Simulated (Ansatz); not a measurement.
**AlF₂ (doublet): the correlation ladder at angle F2–Al1–F3 = 107.5°, cc-pVDZ**

An exercise on one series of results from a longer session: the logs are not shown, and one member is left open.

Method: cc-pVDZ, core rule «outside noble gas», up to 7 orbitals frozen; program: Ansatz 0.2.0, Gaussian basis.

To be run: UHF; CCSD(T) on ROHF; CCSD(T) on UHF; BCCD(T) on ROHF; CISD; CCSDT(Q) on ROHF; CCSDT(Q) on UHF; CASSCF and MRCISD+Q, 3 electrons in 3 orbitals; CASSCF and NEVPT2, 3 electrons in 3 orbitals.

32 further runs of the same task are left out: 16 for a known fault of the program, 2 for a mislabelled method, 13 that didn't finish, 1 set aside as unsound or not needed.

### The system

The geometry derives from a PBE0/def2-TZVP stationary point (not a proven minimum). One angle is set to the value named; bond lengths are kept.

3 atoms, charge 0, spin multiplicity 2.

Atoms are counted from 1 here; the program's logs count them from 0.

Bond lengths: Al1–F2 1.647 Å, Al1–F3 1.647 Å. Angles: F2–Al1–F3 107.5°.

Set-up of the first run:

Input file in.yaml:

```yaml
crystal:
  periodic: [false, false, false]
  atoms:
    - {symbol: Al, position_ang: [0.000000, -0.569325, 0.000000]}
    - {symbol: F, position_ang: [0.000000, 0.404278, -1.327828]}
    - {symbol: F, position_ang: [0.000000, 0.404278, 1.327828]}
basis:
  gaussian: {orbitals: cc-pVDZ}
magnetization: {spin_polarized: true, initial_magnetization: 1}
hamiltonian: {xc: hf}
output: {orbitals: {seedname: orbitals}}
```

Run with:

```sh
$ ansatz run in.yaml --threads 1 --pin off --events-out ev --progress --plain --max-ram 2393MiB
```

Among the steps run: UHF; CCSD(T) on ROHF; CCSD(T) on UHF; BCCD(T) on ROHF; CISD; CCSDT(Q) on ROHF; CCSDT(Q) on UHF; CASSCF and MRCISD+Q, 3 electrons in 3 orbitals; CASSCF and NEVPT2, 3 electrons in 3 orbitals.

One table of the session follows, with a row left open; its other results are not shown here.

It belongs to the step «Misses and costs». 

| method | from UCCSDT(Q) (meV) |
| --- | --- |
| ROHF | +11685.3 |
| UHF | +11672.5 |
| RMP2 | +315.3 |
| UMP2 | +309.4 |
| CISD | +1064.0 |
| RCCSD | +218.6 |
| UCCSD | ? |
| RCCSD(T) | +40.4 |
| UCCSD(T) | +39.9 |
| BCCD(T) | +34.1 |
| RCCSDT | +28.0 |
| UCCSDT | +27.6 |
| RCCSDT(Q) | +4.5 |
| UCCSDT(Q) | 0 |
| CASSCF pair | +11257.0 |
| NEVPT2 pair | +372.8 |
| MRCISD pair | +996.5 |
| MRCISD+Q pair | +198.9 |

Q: Estimate the row for UCCSD from the others.

**Answer.** from UCCSDT(Q) (meV): +218.3. In the column «from UCCSDT(Q) (meV)» it lies between MRCISD+Q pair (+198.9) and RCCSD (+218.6).

Caveats from the session: Restricted and unrestricted rows rest on different reference determinants; where their highest levels disagree by more than a few hundredths of an eV, they describe different states and don't form one ladder.
